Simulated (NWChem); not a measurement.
System: nitrogen trifluoride (NF$_{3}$); SMILES FN(F)F

Input file for NWChem:

```
start job
memory heap 200 mb stack 900 mb global 1100 mb
geometry units angstroms noautoz
  F      0.860803     0.860803    -0.121585
  N      0.000000     0.000000     0.466697
  F     -1.175879     0.315076    -0.121585
  F      0.315076    -1.175879    -0.121585
end
basis spherical
  * library def2-tzvpd
end
dft
  xc xtpss03 ctpss03
  iterations 150
  mulliken
end
task dft energy
```

NWChem printed, in part:

```
             Northwest Computational Chemistry Package (NWChem) 7.3.0
             --------------------------------------------------------

 C3V symmetry detected

                             Geometry "geometry" -> ""
                             -------------------------

 Output coordinates in angstroms (scale by  1.889725989 to convert to a.u.)

  No.       Tag          Charge          X              Y              Z
 ---- ---------------- ---------- -------------- -------------- --------------
    1 F                    9.0000     0.86080314     0.86080314    -0.12111688
    2 N                    7.0000     0.00000000     0.00000000     0.46716512
    3 F                    9.0000    -1.17587895     0.31507582    -0.12111688
    4 F                    9.0000     0.31507582    -1.17587895    -0.12111688

 Effective nuclear repulsion energy (a.u.)     134.9581687452

      Symmetry information
      --------------------

 Group name             C3v
 Group number             17
 Group order               6
 No. of unique centers     2

                                 NWChem DFT Module
                                 -----------------

 Summary of "ao basis" -> "ao basis" (spherical)
 ------------------------------------------------------------------------------
       Tag                 Description            Shells   Functions and Types
 ---------------- ------------------------------  ------  ---------------------
 F                         def2-tzvpd               14       40   6s4p3d1f
 N                         def2-tzvpd               13       37   6s3p3d1f

      Symmetry analysis of basis
      --------------------------

        a1         41
        a2         14
        e         102

  Rotation of axis

            General Information
            -------------------
          SCF calculation type: DFT
          Wavefunction type:  closed shell.
          No. of atoms     :     4
          No. of electrons :    34
           Alpha electrons :    17
            Beta electrons :    17
          Charge           :     0
          Spin multiplicity:     1
          Use of symmetry is: on ; symmetry adaption is: on
          Maximum number of iterations: 150
          AO basis - number of functions:   157
                     number of shells:    55
          Convergence on energy requested:  1.00D-06
          Convergence on density requested:  1.00D-05
          Convergence on gradient requested:  5.00D-04

              XC Information
              --------------
                  TPSS metaGGA Exchange Functional  1.000
             TPSS03 metaGGA Correlation Functional  1.000

             Grid Information
             ----------------
          Grid used for XC integration:  medium
          Radial quadrature: Mura-Knowles
          Angular quadrature: Lebedev.
          Tag              B.-S. Rad. Rad. Pts. Rad. Cut. Ang. Pts.
          ---              ---------- --------- --------- ---------
          F                   0.50       49          10.0       434
          N                   0.65       49           8.0       434
          Grid pruning is: on
          Number of quadrature shells:    98
          Spatial weights used:  Erf1

      Superposition of Atomic Density Guess
      -------------------------------------

 Sum of atomic energies:        -352.56633554

      Non-variational initial energy
      ------------------------------

 Total energy =    -353.104860
 1-e energy   =    -760.755878
 2-e energy   =     272.692849
 HOMO         =      -0.327944
 LUMO         =       0.082693

      Symmetry analysis of molecular orbitals - initial
      -------------------------------------------------

  Numbering of irreducible representations:

     1 a1          2 a2          3 e

  Orbital symmetries:

     1 a1          2 e           3 e           4 a1          5 a1
     6 e           7 e           8 a1          9 e          10 e
    11 a1         12 e          13 e          14 e          15 e
    16 a2         17 a1         18 a1         19 e          20 e
    21 a1         22 e          23 e          24 a1         25 e
    26 e          27 e

     ---------------------------------------------
      Total Density - Mulliken Population Analysis
     ---------------------------------------------

    Atom       Charge   Shell Charges
 -----------   ------   -------------------------------------------------------
    1 F    9     9.35   0.77  1.20  0.61  1.01  0.32 -0.02  2.30  2.28  0.85  0.01  0.00  0.01  0.01  0.00
    2 N    7     5.94   0.82  1.15  0.58  0.89  0.31  0.10  0.80  1.02  0.13  0.02  0.13 -0.02  0.01
    3 F    9     9.35   0.77  1.20  0.61  1.01  0.32 -0.02  2.30  2.28  0.85  0.01  0.00  0.01  0.01  0.00
    4 F    9     9.35   0.77  1.20  0.61  1.01  0.32 -0.02  2.30  2.28  0.85  0.01  0.00  0.01  0.01  0.00

   convergence    iter        energy       DeltaE   RMS-Dens  Diis-err
 ---------------- ----- ----------------- --------- --------- ---------
 d= 0,ls=0.0,diis     1   -354.0315855346 -4.89D+02  1.11D-02  2.69D+00
 d= 0,ls=0.0,diis     2   -352.9634395036  1.07D+00  7.31D-03  1.69D+01
 d= 0,ls=0.0,diis     3   -354.2800415463 -1.32D+00  9.40D-04  7.11D-02
 d= 0,ls=0.0,diis     4   -354.2830373430 -3.00D-03  3.72D-04  3.31D-02
 d= 0,ls=0.0,diis     5   -354.2852870959 -2.25D-03  2.76D-05  6.53D-05
  Resetting Diis
 d= 0,ls=0.0,diis     6   -354.2852912242 -4.13D-06  6.14D-06  4.84D-06
 d= 0,ls=0.0,diis     7   -354.2852916205 -3.96D-07  1.35D-06  2.65D-08

         Total DFT energy =     -354.285291620519
      One electron energy =     -759.560252828781
           Coulomb energy =      308.520551406106
    Exchange-Corr. energy =      -38.203758943033
 Nuclear repulsion energy =      134.958168745189

 Numeric. integr. density =       33.999999041397

                  Occupations of the irreducible representations
                  ----------------------------------------------

                     irrep           alpha         beta
                     --------     --------     --------
                     a1                6.0          6.0
                     a2                1.0          1.0
                     e                10.0         10.0

                       DFT Final Molecular Orbital Analysis
                       ------------------------------------

 Vector   15  Occ=2.000000D+00  E=-4.006922D-01  Symmetry=e
              MO Center= -7.6D-02, -4.0D-01, -8.4D-02, r^2= 1.8D+00
   Bfn.  Coefficient  Atom+Function         Bfn.  Coefficient  Atom+Function
  ----- ------------  ---------------      ----- ------------  ---------------
   126     -0.272502  4 F  pz               125      0.256314  4 F  py
   129     -0.221960  4 F  pz               128      0.207982  4 F  py
    86      0.190342  3 F  pz                 8      0.175040  1 F  py
    85      0.171540  3 F  py               132     -0.156405  4 F  pz
    89      0.155038  3 F  pz                84     -0.153372  3 F  px

 Vector   16  Occ=2.000000D+00  E=-3.836797D-01  Symmetry=a2
              MO Center= -1.1D-14, -1.3D-15, -1.1D-01, r^2= 1.9D+00
   Bfn.  Coefficient  Atom+Function         Bfn.  Coefficient  Atom+Function
  ----- ------------  ---------------      ----- ------------  ---------------
    85      0.302709  3 F  py               124     -0.302709  4 F  px
    88      0.247068  3 F  py               127     -0.247068  4 F  px
     7      0.221598  1 F  px                 8     -0.221598  1 F  py
    10      0.180866  1 F  px                11     -0.180866  1 F  py
    91      0.161952  3 F  py               130     -0.161952  4 F  px

 Vector   17  Occ=2.000000D+00  E=-3.107518D-01  Symmetry=a1
              MO Center= -5.3D-15,  4.4D-15,  3.1D-01, r^2= 1.6D+00
   Bfn.  Coefficient  Atom+Function         Bfn.  Coefficient  Atom+Function
  ----- ------------  ---------------      ----- ------------  ---------------
    49      0.304362  2 N  pz                44      0.276456  2 N  s
    52      0.250788  2 N  pz                 9     -0.231281  1 F  pz
    86     -0.231281  3 F  pz               126     -0.231281  4 F  pz
    45      0.213680  2 N  s                 12     -0.188564  1 F  pz
    89     -0.188564  3 F  pz               129     -0.188564  4 F  pz

 Vector   18  Occ=0.000000D+00  E=-1.782471D-02  Symmetry=a1
              MO Center= -1.2D-16, -3.8D-16, -8.5D-02, r^2= 2.7D+00
   Bfn.  Coefficient  Atom+Function         Bfn.  Coefficient  Atom+Function
  ----- ------------  ---------------      ----- ------------  ---------------
    46      0.955403  2 N  s                 45      0.670295  2 N  s
    44      0.505742  2 N  s                 49     -0.360133  2 N  pz
    55     -0.358875  2 N  pz                52     -0.348983  2 N  pz
    43      0.277917  2 N  s                 93     -0.259867  3 F  px
   134     -0.259867  4 F  py                 5     -0.243398  1 F  s

 Vector   19  Occ=0.000000D+00  E=-1.608870D-02  Symmetry=e
              MO Center=  6.2D-02,  1.9D-01,  2.7D-01, r^2= 2.2D+00
   Bfn.  Coefficient  Atom+Function         Bfn.  Coefficient  Atom+Function
  ----- ------------  ---------------      ----- ------------  ---------------
    47      0.396743  2 N  px                50      0.361533  2 N  px
    48      0.246007  2 N  py                51      0.224174  2 N  py
    16      0.203189  1 F  px                93      0.196848  3 F  px
    17      0.186907  1 F  py                 4     -0.177703  1 F  s
     9     -0.167539  1 F  pz                53      0.162327  2 N  px

 Vector   20  Occ=0.000000D+00  E=-1.608870D-02  Symmetry=e
              MO Center= -6.2D-02, -1.9D-01,  2.7D-01, r^2= 2.2D+00
   Bfn.  Coefficient  Atom+Function         Bfn.  Coefficient  Atom+Function
  ----- ------------  ---------------      ----- ------------  ---------------
    48      0.396743  2 N  py                51      0.361533  2 N  py
   134      0.258214  4 F  py                47     -0.246007  2 N  px
    50     -0.224174  2 N  px                93     -0.190568  3 F  px
   125      0.179994  4 F  py               121      0.174733  4 F  s
   126      0.164738  4 F  pz                54      0.162327  2 N  py

     ---------------------------------------------
      Total Density - Mulliken Population Analysis
     ---------------------------------------------

    Atom       Charge   Shell Charges
 -----------   ------   -------------------------------------------------------
    1 F    9     9.13   0.77  1.20  0.63  0.98  0.37  0.00  2.25  2.06  0.81  0.03  0.00  0.02  0.00  0.00
    2 N    7     6.60   0.82  1.15  0.67  0.93  0.24  0.07  1.27  1.28  0.00  0.02  0.18 -0.05  0.02
    3 F    9     9.13   0.77  1.20  0.63  0.98  0.37  0.00  2.25  2.06  0.81  0.03  0.00  0.02  0.00  0.00
    4 F    9     9.13   0.77  1.20  0.63  0.98  0.37  0.00  2.25  2.06  0.81  0.03  0.00  0.02  0.00  0.00

     -------------------------------------------
      Total Density - Lowdin Population Analysis
     -------------------------------------------

    Atom       Charge   Shell Charges
 -----------   ------   -------------------------------------------------------
    1 F    9     8.96   0.86  1.10  0.61  0.68  0.30  0.10  2.11  2.06  0.78  0.11  0.00  0.03  0.21  0.00
    2 N    7     7.11   0.90  1.06  0.51  0.38  0.17  0.10  1.14  1.24  0.45  0.02  0.54  0.50  0.10
    3 F    9     8.96   0.86  1.10  0.61  0.68  0.30  0.10  2.11  2.06  0.78  0.11  0.00  0.03  0.21  0.00
    4 F    9     8.96   0.86  1.10  0.61  0.68  0.30  0.10  2.11  2.06  0.78  0.11  0.00  0.03  0.21  0.00

     Multipole analysis of the density
     ---------------------------------

     L   x y z        total         alpha         beta         nuclear
     -   - - -        -----         -----         ----         -------
     0   0 0 0     -0.000000    -17.000000    -17.000000     34.000000

     1   1 0 0      0.000000      0.000000      0.000000     -0.000000
     1   0 1 0     -0.000000     -0.000000     -0.000000      0.000000
     1   0 0 1      0.039891      0.019945      0.019945      0.000000

     2   2 0 0    -15.066548    -43.255550    -43.255550     71.444552
     2   1 1 0     -0.000000     -0.000000     -0.000000     -0.000000
     2   1 0 1     -0.000000     -0.000000     -0.000000      0.000000
     2   0 2 0    -15.066548    -43.255550    -43.255550     71.444552
     2   0 1 1      0.000000      0.000000      0.000000     -0.000000
     2   0 0 2    -15.164977    -11.017449    -11.017449      6.869920
```

Level: TPSS/def2-TZVPD. All runs use the structure optimised with PBE0/def2-SVP.
